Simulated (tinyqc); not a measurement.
Inside a calculation. Method: ROHF in the sto-3g basis, for H2O+, spin multiplicity 2. One step of it, computed by the program tinyqc.

Question. Iteration 11 (converged): orbitals. Diagonalise F' = X^T F X, C = X C', fill 5 alpha and 4 beta electrons from the bottom; D(s) = C_occ C_occ^T. Each column has its largest component positive (the first on a tie).

converged F (hartree):
```
             1O 1s      1O 2s     1O 2px     1O 2py     1O 2pz      2H 1s      3H 1s
1O 1s   -20.856756  -5.296712   0.000000  -0.000638  -0.016656  -0.547919  -0.497958
1O 2s    -5.296712  -2.852804   0.000000  -0.003477  -0.054668  -0.682727  -0.634916
1O 2px    0.000000   0.000000  -0.542855   0.000000   0.000000   0.000000   0.000000
1O 2py   -0.000638  -0.003477   0.000000  -0.742234  -0.001797  -0.416481   0.396428
1O 2pz   -0.016656  -0.054668   0.000000  -0.001797  -0.795113  -0.285682  -0.273744
2H 1s    -0.547919  -0.682727   0.000000  -0.416481  -0.285682  -0.589970  -0.117018
3H 1s    -0.497958  -0.634916   0.000000   0.396428  -0.273744  -0.117018  -0.567604
```

X:
```
                1          2          3         4          5          6         7
1O 1s   -0.437081   0.068734   0.675015  0.000000  -0.585130  -0.020858  0.263489
1O 2s    0.919014  -0.107770  -0.230422  0.000000  -0.258278  -0.024588  0.510771
1O 2px   0.000000   0.000000   0.000000  1.000000   0.000000   0.000000  0.000000
1O 2py   0.108876   0.815965  -0.006357  0.000000  -0.002319   0.662541  0.025493
1O 2pz   0.334646  -0.033041   0.686398  0.000000   0.646952  -0.005681  0.192006
2H 1s   -0.643580  -0.588412  -0.244607  0.000000   0.207221   0.396468  0.398173
3H 1s   -0.458691   0.713743  -0.262409  0.000000   0.220784  -0.432547  0.359748
```

Give: F' = X^T F X; orbital energies; coefficients C; D(alpha) after iteration 11; D(beta) after iteration 11.

Answer.

F' = X^T F X (hartree):
```
        1       2       3       4       5       6       7
1  -1.638   0.289   3.207   0.000  -2.964  -0.113   1.412
2   0.289  -0.073  -0.578   0.000   0.554  -0.055  -0.295
3   3.207  -0.578  -8.071   0.000   7.700   0.327  -4.903
4   0.000   0.000   0.000  -0.543   0.000   0.000   0.000
5  -2.964   0.554   7.700   0.000  -9.046  -0.349   5.306
6  -0.113  -0.055   0.327   0.000  -0.349  -0.947   0.228
7   1.412  -0.295  -4.903   0.000   5.306   0.228  -4.664
```

orbital energies (hartree): MO1 -20.864, MO2 -1.620, MO3 -0.939, MO4 -0.869, MO5 -0.543, MO6 -0.133, MO7 -0.014

coefficients C:
```
           MO1     MO2     MO3     MO4    MO5     MO6     MO7
1O 1s    0.995  -0.251   0.006   0.056  0.000   0.086   0.013
1O 2s    0.021   0.965  -0.029  -0.269  0.000  -0.476  -0.073
1O 2px   0.000   0.000   0.000   0.000  1.000   0.000   0.000
1O 2py   0.000   0.004   0.728  -0.037  0.000   0.080  -0.761
1O 2pz   0.002   0.073   0.038   0.874  0.000  -0.515  -0.066
2H 1s   -0.003   0.094   0.371   0.222  0.000   0.621   0.773
3H 1s   -0.003   0.087  -0.345   0.257  0.000   0.777  -0.598
```

D(alpha) after iteration 11:
```
         1O 1s   1O 2s  1O 2px  1O 2py  1O 2pz   2H 1s   3H 1s
1O 1s    1.056  -0.236   0.000   0.001   0.032  -0.012  -0.013
1O 2s   -0.236   1.006   0.000  -0.007  -0.166   0.020   0.025
1O 2px   0.000   0.000   1.000   0.000   0.000   0.000   0.000
1O 2py   0.001  -0.007   0.000   0.532  -0.004   0.263  -0.261
1O 2pz   0.032  -0.166   0.000  -0.004   0.770   0.215   0.218
2H 1s   -0.012   0.020   0.000   0.263   0.215   0.196  -0.063
3H 1s   -0.013   0.025   0.000  -0.261   0.218  -0.063   0.193
```

D(beta) after iteration 11:
```
         1O 1s   1O 2s  1O 2px  1O 2py  1O 2pz   2H 1s   3H 1s
1O 1s    1.056  -0.236   0.000   0.001   0.032  -0.012  -0.013
1O 2s   -0.236   1.006   0.000  -0.007  -0.166   0.020   0.025
1O 2px   0.000   0.000   0.000   0.000   0.000   0.000   0.000
1O 2py   0.001  -0.007   0.000   0.532  -0.004   0.263  -0.261
1O 2pz   0.032  -0.166   0.000  -0.004   0.770   0.215   0.218
2H 1s   -0.012   0.020   0.000   0.263   0.215   0.196  -0.063
3H 1s   -0.013   0.025   0.000  -0.261   0.218  -0.063   0.193
```
